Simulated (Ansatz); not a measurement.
**A workflow on C4H9NO (butyramide)**

Aim: a series of 8 runs (HF/STO-3G, UHF/STO-3G, HF/3-21G, HF/6-31G*) of C4H9NO. 

The calculation is run with Ansatz 0.2.0.

## Step 1: Starting point

C4H9NO: 15 atoms, total charge 0, spin state singlet. SMILES: `CCCC(N)=O`. The shape is that of a PBE0-D4/def2-TZVP optimisation. This is one conformer, not always the lowest. The run starts from this shape.

Bond lengths: C1–C2 1.518 Å, C2–C3 1.518 Å, C3–C4 1.515 Å, C4–N5 1.357 Å, C4–O6 1.213 Å, C1–H7 1.094 Å, C1–H8 1.094 Å, C1–H9 1.092 Å, C2–H10 1.092 Å, C2–H11 1.095 Å, C3–H12 1.095 Å, C3–H13 1.097 Å, N5–H14 1.002 Å, N5–H15 1.005 Å. Some angles: C1–C2–C3 112.4°, C2–C3–C4 112.7°, C3–C4–N5 115.2°, C3–C4–O6 122.8°, N5–C4–O6 122.0°, C1–C2–H10 110.7°, C1–C2–H11 110.0°, C3–C2–H10 108.3°, C3–C2–H11 109.1°, C2–C1–H7 111.2°.

## Step 2: A geometry optimisation at HF/STO-3G (start density atoms) (run 1)

Input file run.yaml:

```yaml
crystal:
  periodic: [false, false, false]
  atoms:
    - symbol: C
      position_ang: [-1.692570, -1.444240, -0.409880]
    - symbol: C
      position_ang: [-0.238020, -1.042870, -0.245130]
    - symbol: C
      position_ang: [-0.072520, 0.445540, 0.003810]
    - symbol: C
      position_ang: [1.380010, 0.874860, 0.030990]
    - symbol: "N"
      position_ang: [1.653430, 1.934920, 0.833390]
    - symbol: O
      position_ang: [2.238530, 0.329720, -0.629630]
    - symbol: H
      position_ang: [-2.151090, -0.927640, -1.258100]
    - symbol: H
      position_ang: [-2.279980, -1.200360, 0.480260]
    - symbol: H
      position_ang: [-1.789350, -2.517810, -0.585010]
    - symbol: H
      position_ang: [0.339030, -1.309000, -1.133270]
    - symbol: H
      position_ang: [0.212460, -1.597420, 0.584240]
    - symbol: H
      position_ang: [-0.578100, 0.743700, 0.928650]
    - symbol: H
      position_ang: [-0.551890, 1.010860, -0.805460]
    - symbol: H
      position_ang: [0.940930, 2.397700, 1.365480]
    - symbol: H
      position_ang: [2.589150, 2.302030, 0.839640]
basis:
  gaussian:
    orbitals: STO-3G
hamiltonian:
  xc: hf
relax:
  f_tol: 0.002
output: {orbitals: {seedname: orbitals}}
```

The run is started by

```sh
ansatz run run.yaml --threads 1 --pin off --max-ram 3480MiB --events-out events.jsonl --progress --plain --runs-dir runs
```

What it wrote:

```text
Warning: RAYON_NUM_THREADS=1 ignored (pool sized by the plan → 1); use --threads N
The last accepted step is kept in runs//last_step.txt (removed where the run ends without a failure and the disk answers)
[... 149 lines left out ...]
Total energy: -7685.65957859 eV, -282.4427799859 hartree
[... 15 lines left out ...]
Dipole moment:    -0.323647     0.322306    -0.150972 e Å
```

Run time: 34 s. Hardware: 1 thread of Arm Neoverse V1, shared host; peak memory 0.11 GiB.

The path in brief:

```csv
step,energy from the first frame kept (eV),largest force (eV/Å)
1,0.0000,2.1934
2,-0.1507,0.8268
3,-0.1610,0.2906
4,-0.1732,0.4472
5,-0.2258,0.5583
6,-0.0835,4.3170
7,-0.2608,0.2283
8,-0.2678,0.4398
9,-0.2764,0.2348
10,-0.2803,0.4893
11,-0.2844,0.4555
12,-0.2848,0.4157
13,-0.2881,0.5447
14,-0.2909,0.0477
15,-0.2911,0.0356
16,-0.2911,0.0331
17,-0.2913,0.0112
18,-0.2914,0.0851
19,-0.2912,0.1253
20,-0.2915,0.0117
21,-0.2915,0.0092
22,-0.2915,0.0006
```

After the run. Bond lengths: C1–C2 1.541 Å, C2–C3 1.542 Å, C3–C4 1.547 Å, C4–N5 1.445 Å, C4–O6 1.217 Å, C1–H7 1.086 Å, C1–H8 1.086 Å, C1–H9 1.086 Å, C2–H10 1.088 Å, C2–H11 1.088 Å, C3–H12 1.089 Å, C3–H13 1.089 Å, N5–H14 1.027 Å, N5–H15 1.028 Å. Some angles: C1–C2–C3 112.2°, C2–C3–C4 112.1°, C3–C4–N5 113.4°, C3–C4–O6 124.8°, N5–C4–O6 121.7°, C1–C2–H10 109.6°, C1–C2–H11 109.6°, C3–C2–H10 109.1°, C3–C2–H11 109.1°, C2–C1–H7 110.8°.

## Step 3: The harmonic vibrations at HF/STO-3G (start density atoms) (run 2)

Input file molecule.yaml:

```yaml
crystal:
  periodic: [false, false, false]
  atoms:
    - {symbol: C, position_ang: [-1.734742, -1.451431, -0.452194]}
    - {symbol: C, position_ang: [-0.248738, -1.057953, -0.345498]}
    - {symbol: C, position_ang: [-0.064093, 0.381544, 0.176755]}
    - {symbol: C, position_ang: [1.428509, 0.777300, 0.276828]}
    - {symbol: N, position_ang: [1.640075, 2.068923, 0.890164]}
    - {symbol: O, position_ang: [2.359050, 0.067181, -0.057790]}
    - {symbol: H, position_ang: [-2.260753, -0.790653, -1.135030]}
    - {symbol: H, position_ang: [-2.219344, -1.393321, 0.518007]}
    - {symbol: H, position_ang: [-1.831567, -2.468308, -0.820591]}
    - {symbol: H, position_ang: [0.224034, -1.146362, -1.321589]}
    - {symbol: H, position_ang: [0.264624, -1.746841, 0.322148]}
    - {symbol: H, position_ang: [-0.510180, 0.488933, 1.164047]}
    - {symbol: H, position_ang: [-0.567672, 1.087310, -0.482677]}
    - {symbol: H, position_ang: [0.940745, 2.758038, 0.589254]}
    - {symbol: H, position_ang: [2.580070, 2.425628, 0.678148]}
basis:
  gaussian: {orbitals: STO-3G}
total_charge: 0
magnetization: {spin_polarized: false, initial_magnetization: 0}
phonons: {temperatures: {t_min: 298.15, t_max: 298.15, t_step: 1}}
hamiltonian: {xc: hf}
```

The run is started by

```sh
ansatz run molecule.yaml --threads 1 --pin off --max-ram 3480MiB --events-out events.jsonl --progress --plain --runs-dir runs
```

What it wrote:

```text
Warning: RAYON_NUM_THREADS=1 ignored (pool sized by the plan → 1); use --threads N
[... 483 lines left out ...]
Total energy: -7685.65956700 eV, -282.4427795599 hartree
[... 15 lines left out ...]
Dipole moment:    -0.323648     0.322306    -0.150973 e Å
Vibrations: 55.34 97.35 181.50 252.04 348.46 377.53 454.59 575.81 651.85 821.69 873.84 989.88 1044.13 1087.36 1248.41 1271.05 1314.71 1345.67 1456.58 1486.01 1556.33 1585.77 1706.50 1746.89 1808.32 1823.42 1836.55 1845.78 1950.90 2131.12 3568.12 3599.41 3616.65 3711.00 3729.75 3751.73 3752.58 3950.79 4151.85 cm⁻¹, zero-point energy 4.200415 eV
```

It took 95 s on 1 thread of Arm Neoverse V1, shared host; peak memory 0.09 GiB.

Runs 3 to 7 aren't shown in full; the table further down has their settings and results.

## Step 4: Vibrational wavenumbers at HF/6-31G(d) (Cartesian functions, start density atoms) (run 8)

Input file job.yaml:

```yaml
crystal:
  periodic: [false, false, false]
  atoms:
    - {symbol: C, position_ang: [-1.713409, -1.436587, -0.426608]}
    - {symbol: C, position_ang: [-0.237076, -1.057682, -0.320294]}
    - {symbol: C, position_ang: [-0.044924, 0.397302, 0.098504]}
    - {symbol: C, position_ang: [1.414963, 0.807845, 0.187635]}
    - {symbol: N, position_ang: [1.632085, 2.017311, 0.768046]}
    - {symbol: O, position_ang: [2.315247, 0.125649, -0.211487]}
    - {symbol: H, position_ang: [-2.227170, -0.825153, -1.163603]}
    - {symbol: H, position_ang: [-2.226028, -1.308741, 0.523007]}
    - {symbol: H, position_ang: [-1.826180, -2.474066, -0.724058]}
    - {symbol: H, position_ang: [0.259758, -1.221529, -1.269136]}
    - {symbol: H, position_ang: [0.259952, -1.702818, 0.396414]}
    - {symbol: H, position_ang: [-0.520003, 0.585316, 1.058643]}
    - {symbol: H, position_ang: [-0.530450, 1.061399, -0.615250]}
    - {symbol: H, position_ang: [0.887310, 2.645422, 0.961608]}
    - {symbol: H, position_ang: [2.555947, 2.386321, 0.736562]}
basis:
  gaussian: {orbitals: "6-31G*"}
hamiltonian: {xc: hf}
phonons: {temperatures: {t_min: 298.15, t_max: 298.15, t_step: 1}}
```

The run is started by

```sh
ansatz run job.yaml --threads 1 --pin off --max-ram 3480MiB --events-out events.jsonl --progress --plain --runs-dir runs
```

What it wrote:

```text
Warning: RAYON_NUM_THREADS=1 ignored (pool sized by the plan → 1); use --threads N
[... 480 lines left out ...]
Total energy: -7783.71859383 eV, -286.0463823293 hartree
[... 15 lines left out ...]
Dipole moment:    -0.507327     0.564374     0.195302 e Å
Vibrations: 25.79 106.56 195.60 237.93 260.95 367.59 465.03 538.26 669.33 679.81 813.15 917.01 969.40 998.56 1121.53 1180.05 1230.03 1239.91 1374.40 1382.21 1451.36 1486.06 1564.91 1579.40 1617.37 1634.97 1644.66 1652.57 1796.87 1978.30 3188.76 3196.41 3222.34 3231.97 3244.31 3265.98 3281.42 3834.76 3962.90 cm⁻¹, zero-point energy 3.819234 eV
```

Wall time 4.4 min (1 thread of Arm Neoverse V1, shared host); peak memory 0.23 GiB.

## Step 5: The series

```csv
run,level,task,walk f tol,partner,energy (Eh),dipole moment (D),wall time
1,HF/STO-3G (start density atoms),optimise,0.002,base,-282.442780,2.31,34 s
2,HF/STO-3G (start density atoms),frequencies,–,base,-282.442780,2.31,95 s
3,UHF/STO-3G (start density atoms),energy,–,cation,-282.227497,–,1.6 s
4,UHF/STO-3G (start density atoms),optimise,–,cation,-282.269459,–,22 s
5,HF/3-21G (start density atoms),optimise,0.002,base,-284.457182,3.86,36 s
6,HF/3-21G (start density atoms),frequencies,–,base,-284.457182,3.86,1.7 min
7,"HF/6-31G* (Cartesian functions, start density atoms)",optimise,0.002,base,-286.046382,3.76,1.9 min
8,"HF/6-31G* (Cartesian functions, start density atoms)",frequencies,–,base,-286.046382,3.76,4.4 min
```

## Step 6: Summary of results

| quantity | value |
| --- | --- |
| run 8, HF/6-31G*: total energy | -286.04638 Eh |
| run 8, HF/6-31G*: dipole moment | 3.76 D |
| run 8, HF/6-31G*: largest force on an atom | 0.001 eV/Å |
| run 8, HF/6-31G*: lowest harmonic wavenumber | 26 cm⁻¹ |
| run 8, HF/6-31G*: highest harmonic wavenumber | 3963 cm⁻¹ |
| run 8, HF/6-31G*: zero-point energy | 368.5 kJ/mol |
| vertical ionisation energy (to the doublet cation) | 5.858 eV |
| adiabatic ionisation energy (to the doublet cation, no zero-point term) | 4.716 eV |

**Reading.** The vertical ionisation energy comes to 5.86 eV (135 kcal/mol). In a minimal basis such a difference can be off by several eV, whatever the method. The adiabatic ionisation energy (to the doublet cation, no zero-point term) is 4.72 eV (109 kcal/mol). In runs 1, 2, 3, 4 the basis is minimal, so the values are rough. All runs together took 11 min, the longest 4.4 min.
